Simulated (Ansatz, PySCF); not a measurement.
For zinc-blende GaAs, B3LYP (VWN-RPA form) (PAW; Ansatz, a quantum-chemistry and plane-wave program) gives:

- lattice parameter a = 5.765 Å
- bulk modulus = 62.1 GPa
- cohesive energy = 2.81 eV/atom

**Question.** What does MP2 in PySCF (GTH pseudopotentials, Gaussian basis) give for the same quantities?

**Answer.** 
- lattice constant a: 5.698 Å (falls by 1.2 %)
- bulk modulus: 75.6 GPa (goes up by 22 %)
- cohesive energy: 3.61 eV/atom (goes up by 0.80 eV/atom)

For comparison: lattice constant a 5.64 Å (measured, static lattice: zero-point anharmonic expansion removed; as tabulated in Mejia-Rodriguez and Trickey (2018), arXiv:1807.09216); bulk modulus 76.7 GPa (measured, 0 K value with the zero-point phonon effect removed; as tabulated in Mejia-Rodriguez and Trickey (2018), arXiv:1807.09216); cohesive energy 3.34 eV/atom (measured, static lattice: zero-point vibration energy added, our sources range from 3.34 to 3.39; as tabulated in Mejia-Rodriguez and Trickey (2018), arXiv:1807.09216).

Changes are worked out from the printed values.

Unless a cell is named, each level is at its own relaxed cell (B3LYP (VWN-RPA form) 23.95, MP2 23.12 Å³/atom).

Ansatz's density-functional and Hartree–Fock values are scalar-relativistic unless marked +SOC, with PAW data made under PBE.
